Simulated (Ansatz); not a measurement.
input.yaml

```yaml
crystal:
  periodic: [false, false, false]
  atoms:
    - { symbol: Si, position_ang: [-0.379798, 0.956562, -0.575835] }
    - { symbol: H, position_ang: [-1.839864, -1.219743, 0.168512] }
    - { symbol: H, position_ang: [-1.001567, 0.296643, -1.763199] }
    - { symbol: H, position_ang: [-1.470045, 1.392035, 0.348043] }
    - { symbol: Cl, position_ang: [0.590405, 2.671969, -1.252272] }
    - { symbol: H, position_ang: [-1.34734, -1.57479, 0.523185] }
    - { symbol: Si, position_ang: [1.107273, -0.395215, 0.457984] }
    - { symbol: H, position_ang: [0.690939, -0.63756, 1.874743] }
    - { symbol: H, position_ang: [1.184773, -1.716957, -0.239068] }
    - { symbol: H, position_ang: [2.465324, 0.227056, 0.457907] }
basis:
  gaussian: { orbitals: def2-SVP }
hamiltonian:
  xc: pbe0
relax:
  f_tol: 0.03
  max_steps: 50
```

Command:

```bash
$ ansatz run input.yaml --threads 2 --pin off --max-ram 3072MiB --backend cpu --events-out ev --progress --plain --runs-dir out
```

Hardware: 2 threads of Arm Neoverse V2, with other jobs on the host.

Q: Roughly how long does this run take, and how much memory?

A: 7.9 s, with a peak of 0.17 GiB, for 5 ionic steps.
